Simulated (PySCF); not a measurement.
Gas-phase reaction: BHF2 + F ⇌ BF2 + HF

Method: PySCF energies plus ideal-gas RRHO corrections (1 bar). 'Table' is the NASA 1993 thermochemical table (part measured, part estimated). After a fit of one offset per element over all species, the range-separated, M06-2X, PBE0/def2-QZVP and CCSD(T)/def2-TZVPP enthalpies, where run, lie to one side of the table for BF2 (+92 kJ/mol): a fault of the table's entry, another state or a shared error of the levels is possible; this was not checked at source. † marks an energy on the PBE0/def2-TZVP geometry and frequencies. MP2 freezes the core. Open shells (unrestricted): F (multiplicity 2), BF2 (multiplicity 2); the rest are closed-shell singlets. Spin-orbit splitting is ignored; it lowers the true energy and changes the entropy of F. For this reaction the table lies outside the span of B3LYP, CCSD(T), M06-2X, MP2, PBE0, r2SCAN, ωB97M-V, ωB97X-V in their largest bases here; which side is off was not settled. MP2 isn't extrapolated to the basis-set limit. The table's entry may be an old estimate for BHF2, BF2 (not checked at source).

PBE0/def2-QZVP† gives ΔH°(298 K) = -116.7 kJ.

### Question
What does MP2/def2-SVP† give, and where does the table lie?

### Answer
MP2/def2-SVP†: -98.7 kJ. Table: -208.0 kJ.
